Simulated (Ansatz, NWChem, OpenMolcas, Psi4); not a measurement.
Errors in the dipole moment

10 molecules with halogens; the dipole moment in D, computed less measured. Shapes, held fixed at every level: PBE0-D4/def2-TZVP. No vibrational averaging. Dipoles are compared by magnitude; molecules under 1 D, whose direction can flip, are left out. Programs: Ansatz 0.2.0, NWChem 7.3.0, OpenMolcas 26.06, Psi4 1.11. A level may come from different programs for different species; with the same settings they agree closely. Measured values: NIST CCCBDB.

Levels: A = PBE-D4/def2-TZVPP; B = r2SCAN-D4/def2-TZVPP; C = B3LYP/6-31G* (Cartesian functions); D = B3LYP-D4/def2-TZVPP.

```tsv
molecule	measured	A	B	C	D
CH2Cl2 (dichloromethane)	1.60	-0.04	+0.06	+0.21	+0.03
CH2F2 (difluoromethane)	1.97	-0.25	-0.17	-0.28	-0.10
CH3Cl (SMILES CCl)	1.87	-0.05	+0.05	+0.14	+0.01
CH3F (fluoromethane)	1.85	-0.18	-0.12	-0.16	-0.05
SCl2O2 (sulfuryl chloride)	1.81	-0.18	-0.13	-0.33	+0.05
SiH3Cl (chlorosilane)	1.31	-0.15	-0.09	+0.37	-0.06
C2H3Cl (SMILES C=CCl)	1.45	-0.19	-0.09	+0.06	-0.10
C2H3ClO (acetyl chloride)	2.72	-0.05	+0.08	+0.05	+0.06
C2H4Cl2 (1,1-dichloroethane)	2.06	-0.10	+0.03	+0.12	-0.04
C2H5Cl (chloroethane)	2.05	-0.07	+0.05	+0.11	-0.01
```

Problem. Which level does best on this set, which worst, and which err to one side?

Solution. 
| level | kind | mean error | mean absolute error | worst case |
| --- | --- | --- | --- | --- |
| PBE-D4/def2-TZVPP | GGA | -0.126 | 0.126 | CH2F2 |
| r2SCAN-D4/def2-TZVPP | meta-GGA | -0.033 | 0.087 | CH2F2 |
| B3LYP/6-31G* (Cartesian functions) | global hybrid | +0.029 | 0.183 | SiH3Cl |
| B3LYP-D4/def2-TZVPP | global hybrid | -0.021 | 0.051 | CH2F2 |

On this set B3LYP-D4/def2-TZVPP has the smallest mean absolute error and B3LYP/6-31G* (Cartesian functions) the largest. PBE-D4/def2-TZVPP is too low in 10 of 10; B3LYP/6-31G* (Cartesian functions) is too high in 7 of 10. The levels differ in basis as well as in method. The set is small.
